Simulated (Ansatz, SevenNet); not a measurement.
For CsCl-type TlCl, the machine-learned potential SevenNet-l3i5 (trained on PBE and PBE+U data) gives:

```
Quantity                      Value
-------------------------  --------
lattice constant a          3.892 Å
bulk modulus B0            20.9 GPa
elastic constant C11       37.6 GPa
elastic constant C44       2.47 GPa
polycrystal shear modulus  5.10 GPa
```

Problem. What does HSE06 in Ansatz (plane waves, PAW) give for the same quantities?

Solution. 
- lattice constant a: 3.883 Å (decreases by 0.2 %)
- bulk modulus: 22.8 GPa (grows by 9.1 %)
- elastic constant C11: 41.7 GPa (grows by 11 %)
- elastic constant C44: 5.83 GPa (increases by 140 %)
- Voigt–Reuss–Hill shear modulus: 8.38 GPa (rises by 64 %)

For comparison: lattice constant a 3.842 Å (measured, temperature not stated, no zero-point or thermal correction; as tabulated in Wikipedia's data pages).

Changes are worked out from the printed values.

Unless a cell is named, each level is at its own relaxed cell (SevenNet-l3i5 29.47, HSE06 29.28 Å³/atom).

Levels without +SOC leave out spin–orbit coupling, which shifts energies and cells of such heavy elements.

Ansatz's density-functional and Hartree–Fock values are scalar-relativistic unless marked +SOC, with PAW data made under PBE.

Ansatz is a first-principles code.
